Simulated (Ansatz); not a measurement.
FHOS: structure from calculated spectroscopic constants

These gas-phase data were calculated for one isomer of FHOS at PBE0-D3(BJ)/def2-SVP (harmonic, unscaled wavenumbers; equilibrium rotational constants with average atomic masses):

| Item | Value |
| --- | --- |
| rotational constants | 26.44, 8.578, 6.606 GHz |
| all wavenumbers above 1500 cm⁻¹ | 3793 |
| dipole moment | 1.93 D (PBE0/def2-TZVPD) |

Candidates:

(1) `OSF`, a singlet
(2) `O=[SH]F`, a singlet

Problem. Assign the data to one candidate and say why.

Solution. Candidate (1). The band at 3793 cm⁻¹ lies where the O–H stretch is expected; (2) has no mode between 3300 and 4000 cm⁻¹.

The same quantities for all candidates:

|  | rotational constants (GHz) | wavenumbers above 1500 cm⁻¹ | dipole (D) | E above the lowest, PBE0-D3(BJ)/def2-SVP (kcal/mol) |
| --- | --- | --- | --- | --- |
| (1) | 26.44, 8.578, 6.606 | 3793 | 1.93 | 0.0 |
| (2) | 32.72, 8.567, 7.11 | 2359 | 2.45 | 10.3 |

Harmonic stretches to hydrogen usually lie a few per cent above observed fundamentals. Each candidate is one conformer. Programs: Ansatz 0.2.0.
